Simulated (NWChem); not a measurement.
# One shape, several levels: singlet [BF2]+

We compute a comparison of 6 runs (B3LYP/cc-pVTZ, BHLYP/cc-pVTZ, M06-L/cc-pVTZ, PBE/cc-pVTZ, SVWN5/cc-pVTZ, revPBE/cc-pVTZ) of singlet [BF2]+. 

The results are computed with NWChem 7.3.0.

## (1) Starting point

The species is [BF2]+ (3 atoms), meant as a singlet with charge +1. As SMILES of the parent species, `F[B]F`. The shape is that of a PBE0-D4/def2-TZVP optimisation. That shape belongs to the parent species and isn't relaxed for this state.

Bond lengths: F1–B2 1.306 Å, B2–F3 1.306 Å. Angles: F1–B2–F3 121.1°.

## (2) The energy at B3LYP/cc-pVTZ (run 1)

m1.nw reads:

```
start m1
title "BF2 B3LYP"
memory stack 880 mb heap 220 mb global 1100 mb
charge 1

geometry noautosym nocenter noautoz
  F        0.513100      -1.044300       0.160000
  B        0.279000       0.240500       0.181300
  F       -0.802900       0.738900      -0.354600
end

basis "ao basis" spherical bse
  * library cc-pVTZ
end

dft
  xc b3lyp
  grid fine
  convergence energy 1e-08
  maxiter 100
  mulliken
end

task dft energy
```

Command:

```sh
nwchem m1.nw > m1.out
```

Log:

```text
[...]
          Wavefunction type:  closed shell.
          No. of atoms     :     3
          No. of electrons :    22
[...]
          Charge           :     1
          Spin multiplicity:     1
[...]
          AO basis - number of functions:    90
[...]
              XC Information
              --------------
                         B3LYP Method XC Potential
                     Hartree-Fock (Exact) Exchange  0.200
                        Slater Exchange Functional  0.800 local
                    Becke 1988 Exchange Functional  0.720 non-local
              Lee-Yang-Parr Correlation Functional  0.810
                  VWN I RPA Correlation Functional  0.190 local
[...]
 d= 0,ls=0.0,diis     1   -223.9429656291 -2.79D+02  1.83D-02  4.08D+00     1.2
[...]
 d= 0,ls=0.0,diis    10   -224.2811142812 -7.84D-11  4.54D-08  9.15D-11     9.1
         Total DFT energy =     -224.281114281215
      One electron energy =     -413.511627095768
           Coulomb energy =      158.547729447552
    Exchange-Corr. energy =      -24.619504936504
 Nuclear repulsion energy =       55.302288303504
[...]
      Total Density - Mulliken Population Analysis
     ---------------------------------------------
    Atom       Charge   Shell Charges
 -----------   ------   -------------------------------------------------------
    1 F    9     8.94   1.94  0.29  1.07  0.58  1.57  2.35  1.13  0.00  0.01  0.00
    2 B    5     4.13   1.96  0.18  0.49  0.01  0.58  0.56  0.05  0.11  0.12  0.06
    3 F    9     8.94   1.94  0.29  1.07  0.58  1.57  2.35  1.13  0.00  0.01  0.00
[...]
```

It took 9.9 s on 1 thread of Intel Xeon Platinum 8488C (Sapphire Rapids), shared host; peak memory 0.11 GiB.

## (3) A single-point energy at BHLYP/cc-pVTZ (run 2)

bf2.nw reads:

```
start bf2
memory stack 880 mb heap 220 mb global 1100 mb
charge 1
geometry units angstroms noautosym nocenter noautoz
   F        0.513100      -1.044300       0.160000
   B        0.279000       0.240500       0.181300
   F       -0.802900       0.738900      -0.354600
end
basis spherical bse
   * library cc-pVTZ
end
dft
   xc bhlyp
   mult 1
   grid fine
   convergence energy 1e-08
   iterations 100
   mulliken
   noprint "final vectors analysis"
end
task dft energy
```

Command:

```sh
nwchem bf2.nw > bf2.out
```

Log:

```text
[...]
          Wavefunction type:  closed shell.
          No. of atoms     :     3
          No. of electrons :    22
[...]
          Charge           :     1
          Spin multiplicity:     1
[...]
          AO basis - number of functions:    90
[...]
              XC Information
              --------------
                        BHLYP Method XC Functional
                     Hartree-Fock (Exact) Exchange  0.500
                        Slater Exchange Functional  0.500 local
                    Becke 1988 Exchange Functional  0.500 non-local
              Lee-Yang-Parr Correlation Functional  1.000
[...]
 d= 0,ls=0.0,diis     1   -223.8811386634 -2.79D+02  1.36D-02  3.91D+00     1.2
[...]
 d= 0,ls=0.0,diis     8   -224.1915125600 -1.79D-09  3.64D-07  1.64D-08     7.3
         Total DFT energy =     -224.191512560037
      One electron energy =     -413.602019034166
           Coulomb energy =      158.675161008307
    Exchange-Corr. energy =      -24.566942837683
 Nuclear repulsion energy =       55.302288303504
[...]
      Total Density - Mulliken Population Analysis
     ---------------------------------------------
    Atom       Charge   Shell Charges
 -----------   ------   -------------------------------------------------------
    1 F    9     8.97   1.94  0.28  1.07  0.57  1.55  2.40  1.13  0.00  0.01  0.00
    2 B    5     4.06   1.96  0.17  0.50  0.01  0.54  0.54  0.04  0.12  0.12  0.07
    3 F    9     8.97   1.94  0.28  1.07  0.57  1.55  2.40  1.13  0.00  0.01  0.00
[...]
```

Wall time 8.1 s (1 thread of Intel Xeon Platinum 8488C (Sapphire Rapids), shared host); peak memory 0.11 GiB.

Runs 3 to 5 aren't shown in full; the table further down has their settings and results.

## (4) A single-point energy at revPBE/cc-pVTZ (run 6)

bf2.nw reads:

```
start bf2
title "BF2"
memory total 2200 mb
charge 1

geometry units angstrom noautosym nocenter noautoz
 F        0.513100      -1.044300       0.160000
 B        0.279000       0.240500       0.181300
 F       -0.802900       0.738900      -0.354600
end

basis spherical bse
 * library cc-pVTZ
end

dft
 xc revpbe cpbe96
 grid fine
 convergence energy 1e-08
 iterations 100
 mulliken
end

task dft
```

Command:

```sh
nwchem bf2.nw > bf2.out
```

Log:

```text
[...]
          Wavefunction type:  closed shell.
          No. of atoms     :     3
          No. of electrons :    22
[...]
          Charge           :     1
          Spin multiplicity:     1
[...]
          AO basis - number of functions:    90
[...]
              XC Information
              --------------
                        RevPBE Exchange Functional  1.000
            Perdew 1991 LDA Correlation Functional  1.000 local
           PerdewBurkeErnz. Correlation Functional  1.000 non-local
[...]
 d= 0,ls=0.0,diis     1   -223.8500311404 -2.79D+02  2.15D-02  4.23D+00     1.1
[...]
 d= 0,ls=0.0,diis    11   -224.2105602897 -6.13D-09  3.73D-08  6.75D-11     9.7
         Total DFT energy =     -224.210560289670
      One electron energy =     -413.401573296214
           Coulomb energy =      158.419914527391
    Exchange-Corr. energy =      -24.531189824352
 Nuclear repulsion energy =       55.302288303504
[...]
      Total Density - Mulliken Population Analysis
     ---------------------------------------------
    Atom       Charge   Shell Charges
 -----------   ------   -------------------------------------------------------
    1 F    9     8.90   1.94  0.29  1.07  0.58  1.56  2.35  1.10  0.00  0.01  0.00
    2 B    5     4.19   1.97  0.18  0.50  0.01  0.59  0.59  0.06  0.11  0.12  0.06
    3 F    9     8.90   1.94  0.29  1.07  0.58  1.56  2.35  1.10  0.00  0.01  0.00
[...]
```

Wall time 11 s (1 thread of Intel Xeon Platinum 8488C (Sapphire Rapids), shared host); peak memory 0.11 GiB.

## (5) Overview of the runs

```
run           level  energy (Eh)  HOMO energy (eV)  LUMO energy (eV)  HOMO–LUMO gap (eV)  wall time
  1   B3LYP/cc-pVTZ  -224.281114            -20.95            -13.62                7.33      9.9 s
  2   BHLYP/cc-pVTZ  -224.191513                 –                 –                   –      8.1 s
  3   M06-L/cc-pVTZ  -224.241255                 –                 –                   –       11 s
  4     PBE/cc-pVTZ  -224.057225            -19.18            -14.22                4.95       11 s
  5   SVWN5/cc-pVTZ  -222.747289            -19.42            -14.49                4.93      9.9 s
  6  revPBE/cc-pVTZ  -224.210560            -19.08            -14.10                4.98       11 s
```

## (6) What came out

| quantity | value |
| --- | --- |
| run 6: total energy | -224.21056 Eh |
| run 6: HOMO energy | -19.08 eV |
| run 6: LUMO energy | -14.10 eV |
| run 6: HOMO–LUMO gap | 4.98 eV |

Over runs 1, 4, 5, 6 the HOMO–LUMO gap runs from 4.93 eV (SVWN5/cc-pVTZ) to 7.33 eV (B3LYP/cc-pVTZ). Totals of different functionals can't be ranked against each other. All runs together took 60 s, the longest 11 s.
